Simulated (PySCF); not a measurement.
Computed and published core binding energies of `N#CN`

Measured values to reproduce (core binding energies): C 1s of C2 293.50 eV [1]. Sources and the comparison follow the method.

Compound: CH2N2.
Structure used (PBE0-D3(BJ)/def2-TZVP), in Å, numbered top down from 1:
```
atom  x, y, z in Å
N1     1.8551    0.2640   -0.3757
C2     0.7469    0.1004   -0.0981
N3    -0.5184   -0.0862    0.2842
H4    -1.1444    0.6794    0.0864
H5    -0.9058   -0.9912    0.0650
```

Method: PySCF, delta-SCF UKS SCAN, pcX-3 on the ionised atom, pcseg-2 elsewhere, spin-free X2C. These are vertical core ionisation energies against the vacuum level, from separate self-consistent calculations with and without the core hole.

| atom | environment | level | this calculation (eV) | reference (eV) | difference (eV) | source |
| --- | --- | --- | --- | --- | --- | --- |
| C2 | cyano carbon | C 1s | 293.27 | 293.50 | -0.23 | [1] |

[1] measured, gas; Qian, Crumlin, Prendergast, Phys. Chem. Chem. Phys. 2022, 24, 2243

Q: How well does this level of theory reproduce the measurements here?

A: The one measured value differs by -0.23 eV, too little evidence for a typical error. The calculation is vertical and has no vibrational structure, and measured positions depend on the energy calibration.

Q: What does the calculation give for the levels without a reference value here?

A: N1 N 1s 405.02 eV; N3 N 1s 407.64 eV.

The listed N 1s values span 2.62 eV, from N1 (bonded to C (triple bond)) to N3 (bonded to C and 2 H). Summing the Pauling electronegativity differences to the bonded atoms, each weighted by its formal bond order, gives -1.47 for the lowest site and -2.17 for the highest; the largest sum, -1.47, belongs to N1, 2.62 eV below the top. The smallest sum, -2.17, belongs to N3, 2.62 eV above the lowest.

Isolated species at its PBE0-D3(BJ)/def2-TZVP geometry, gas phase.
